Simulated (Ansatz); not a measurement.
A run for Ansatz (an electronic-structure program): R-HF/def2-TZVPP on CHO (SMILES [CH]=O, charge +1), atoms moved off the minimum. Charge +1.

Ansatz 0.2 input:
```yaml
crystal:
  periodic: [false, false, false]
  atoms:
    - {symbol: C, position_ang: [-0.03762951, 0.00383456, -0.49193277]}
    - {symbol: O, position_ang: [0.09918922, -0.03248637, 0.48381278]}
    - {symbol: H, position_ang: [-0.10029156, 0.03414144, -1.56886691]}
basis:
  gaussian:
    orbitals: def2-TZVPP
hamiltonian:
  xc: {name: HF}
total_charge: 1
scf: {lower_state_search: off}
output: {forces: true}
```

It printed:

```
WARN ansatz: RAYON_NUM_THREADS=1 ignored (pool sized by the plan → 1); use --threads N
Functional definition: HF
these checks for a lower state are left out or cut short: stability, starts, cluster_reference, orbital_swaps, neighbouring_geometries, increment
integrals: 0.01 GiB planned
474 factors; their error is unknown
mean field: 0.08 GiB planned
mean field evaluation 1: about -3069.2692 eV, gradient 5.8e1 eV
mean field evaluation 2: about -3071.7691 eV, gradient 4.3e1 eV
mean field evaluation 4: about -3074.4002 eV, gradient 7.7e-1 eV
mean field evaluation 8: about -3074.4531 eV, gradient 5.1e-1 eV
mean field -3074.45329195 eV, -112.9840745399 hartree, gradient 8.4e-7 eV, S^2 0.000000; 0 other end points of the search recorded, 0 dependent functions left out
the calculation of the forces begins
reference -3074.45329195 eV, -112.9840745399 hartree; 7, 7 occupied and 69, 69 virtual orbitals, 474 factors
Total energy: -3074.45329195 eV, -112.9840745399 hartree
Atom 0 at    -0.037630     0.003835    -0.491933 Å, force    -2.543061     0.754951   -21.816013 eV/Å
Atom 1 at     0.099189    -0.032486     0.483813 Å, force     2.797704    -0.785236    21.912475 eV/Å
Atom 2 at    -0.100292     0.034141    -1.568867 Å, force    -0.254643     0.030285    -0.096462 eV/Å
Dipole moment:    -0.090128     0.026383    -0.755966 e Å
Checks for a lower state left out: stability, starts, cluster_reference, orbital_swaps, neighbouring_geometries, increment
```

The run converged.

Cost: about 0.5 core-seconds (a rough figure).
